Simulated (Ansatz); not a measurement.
Total energies of C₃H₅ClF₂ (`C[C@@H](F)[C@H](F)Cl`).

```json
{"atom": "C1", "x (Å)": "-0.390", "y (Å)": "-1.161", "z (Å)": "0.484"}
{"atom": "C2", "x (Å)": "0.497", "y (Å)": "-0.202", "z (Å)": "-0.265"}
{"atom": "F3", "x (Å)": "0.589", "y (Å)": "-0.612", "z (Å)": "-1.585"}
{"atom": "C4", "x (Å)": "-0.027", "y (Å)": "1.221", "z (Å)": "-0.310"}
{"atom": "F5", "x (Å)": "0.820", "y (Å)": "1.997", "z (Å)": "-1.029"}
{"atom": "Cl6", "x (Å)": "-0.159", "y (Å)": "1.886", "z (Å)": "1.329"}
{"atom": "H7", "x (Å)": "0.000", "y (Å)": "-2.172", "z (Å)": "0.365"}
{"atom": "H8", "x (Å)": "-1.408", "y (Å)": "-1.134", "z (Å)": "0.088"}
{"atom": "H9", "x (Å)": "-0.417", "y (Å)": "-0.918", "z (Å)": "1.545"}
{"atom": "H10", "x (Å)": "1.513", "y (Å)": "-0.180", "z (Å)": "0.144"}
{"atom": "H11", "x (Å)": "-1.018", "y (Å)": "1.273", "z (Å)": "-0.766"}
```

Total charge 0; spin multiplicity 1. The geometry is a stationary point of PBE0-D4/def2-TZVP. It is one conformer, not always the lowest. Basis def2-TZVPP, Ansatz.

RPA on PBE orbitals: Hartree–Fock energy of these orbitals -774.96328 Eh, correlation -1.89156 Eh (frozen core).

```csv
functional,energy without D4 (Eh),D4 term (kJ/mol)
LDA (SPW92),-773.51635,–
PBE,-776.82648,-21.5
revPBE,-777.16985,-73.2
BLYP,-777.27944,-48.4
r2SCAN,-777.17884,-5.4
B97M-V,-777.17282,–
PBE0,-776.87865,-18.0
B3LYP,-777.37908,-34.5
r2SCANh,-777.16169,-5.7
r2SCAN0,-777.13744,-6.2
HSE06 (plane-wave form),-776.85605,-16.6
BHLYP,-777.21239,-24.1
CAM-B3LYP,-777.26647,-18.0
LC-ωPBE,-777.05771,–
ωB97X-V,-777.19656,–
ωB97M-V,-777.23394,–
B2PLYP,-777.01589,–
PBE-QIDH,-776.75526,–
```

B3LYP takes the VWN-RPA correlation (the form of Gaussian; ORCA's B3LYP/G). HSE06 is the plane-wave form, built on full-range PBE exchange. The double hybrids freeze the cores in their second-order part.

LC-ωPBE has ω = 0.4 bohr⁻¹.
